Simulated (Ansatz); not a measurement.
This geometry of BFH2 + H2S (7 atoms, charge 0, multiplicity 1) is a first-order saddle point.

Theory: RKS B3LYP-D4/6-31G* (Ansatz).

```xyz
7
Properties=species:S:1:pos:R:3
B 0.100 -0.278 -0.033
F -0.133 0.024 1.523
H 1.168 0.144 -0.345
H -0.888 -0.004 -0.637
S 0.258 -2.227 0.345
H -1.046 -2.562 0.233
H 0.014 -1.127 1.581
```

(1) Which two structures does it join? (They come from a converged band through this point; their orientation in space is the band's.)

(2) How far does it lie above each of them?

Answers

(1) Bonds broken: B1–F2, S5–H7. Bonds formed: B1–S5, F2–H7. BFH2 + H2S becomes BH3S + FH.

First end point:

```xyz
7
Properties=species:S:1:pos:R:3
B 0.003 0.244 -0.057
F -0.571 0.594 1.102
H 1.195 0.322 -0.137
H -0.706 0.101 -1.011
S 0.121 -2.410 0.367
H -1.158 -2.548 0.773
H 0.589 -2.333 1.630
```

Last end point:

```xyz
7
Properties=species:S:1:pos:R:3
B 0.113 -0.510 -0.346
F -0.104 0.116 1.986
H 1.158 0.050 -0.430
H -0.924 -0.011 -0.634
S 0.217 -2.283 0.015
H -1.097 -2.596 -0.022
H 0.109 -0.795 2.098
```

(2) 109.8 kJ/mol above the first and 28.2 kJ/mol above the second. This is the barrier of this one path; another mechanism may lie lower. The orbitals stay closed-shell, which can raise the energy where a bond breaks towards radicals; this wasn't checked here.

Time of the run: 3.5 min on 1 thread of Arm Neoverse V1, on a shared host, peak memory 0.11 GiB.
